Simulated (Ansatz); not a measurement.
# C2O3: the cost of one run

Computed with Ansatz 0.2.0 (the levels named in each step, unless a step's input says otherwise).

## 1. The starting structure

Bond lengths: O1–C2 1.145 Å, C2–O3 1.143 Å, C4–O5 1.128 Å. Angles: O1–C2–O3 179.7°.

Structure file:

```xyz
5

O    -0.2763    0.2899    0.7126
C    -1.2252   -0.3496    0.6845
O    -2.1738   -0.9863    0.6624
C     1.4361    0.2011   -1.3155
O     2.2917    0.8079   -0.9013
```

## 2. A rough first relaxation, PBE-D4/def2-SVP

This run stands in another session on the same molecule. It ended at:

```xyz
5

O    -0.5967    0.4779    1.4283
C    -1.1938   -0.2818    0.7595
O    -1.7986   -1.0409    0.0998
C     1.3171    0.1588   -1.1143
O     2.3245    0.6491   -1.3306
```

## 3. Relaxation, PBE0-D4/def2-TZVPP

Input file input.yaml:

```yaml
crystal:
  periodic: [false, false, false]
  atoms:
    - { symbol: O, position_ang: [-0.59669875, 0.47786788, 1.42827319] }
    - { symbol: C, position_ang: [-1.19378581, -0.28178708, 0.75950885] }
    - { symbol: O, position_ang: [-1.79857557, -1.04092454, 0.09978895] }
    - { symbol: C, position_ang: [1.31713161, 0.15875502, -1.11429468] }
    - { symbol: O, position_ang: [2.32450853, 0.64906873, -1.33057632] }
basis:
  gaussian: { orbitals: def2-TZVPP }
hamiltonian:
  xc: pbe0
  dispersion: d4
relax:
  f_tol: 0.002
  max_steps: 150
```

The run is started by

```
$ ansatz run input.yaml --threads 4 --pin off --max-ram 10240MiB --backend cpu --events-out ev --progress --plain --runs-dir out
```

Q: Estimate wall time and peak memory on 4 threads of AMD EPYC 9R45 (Zen 5), shared host.

About 8.9 s, with a peak of 0.26 GiB.
